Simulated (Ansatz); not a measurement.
Reaction (SMILES): [O]N=O → N atom + 2 O atom
B3LYP-D3(BJ)/def2-TZVP geometries, fixed; electronic energies without zero-point terms.

Effect of the final integration grid (spheres per factor e of radius in core and valence, angular degree) at PBE/aug-cc-pVQZ with Ansatz (a program for electronic structure), against the last row, where the atomisation energy is 270.15 kcal/mol. Open shells are unrestricted. The default's grid is 13, 11, 36.

```csv
setting,largest shift of a total energy (mEh),shift of the atomisation energy (kcal/mol)
accuracy: medium (default),0.000,0.000
"final_grid: 4, 3, 11",1.777,-1.181
"final_grid: 6, 5, 17",-0.081,0.046
"final_grid: 8, 7, 23",0.003,-0.004
"final_grid: 10, 9, 29",-0.002,0.001
"final_grid: 18, 15, 47",0.000,0.000
"final_grid: 26, 22, 59",0.000,0.000
```

Within 0.1 kcal/mol in the atomisation energy: accuracy: medium (default); final_grid: 6, 5, 17; final_grid: 8, 7, 23; final_grid: 10, 9, 29; final_grid: 18, 15, 47. The largest shift is 1.777 mEh in a total energy and 1.181 kcal/mol in the difference.
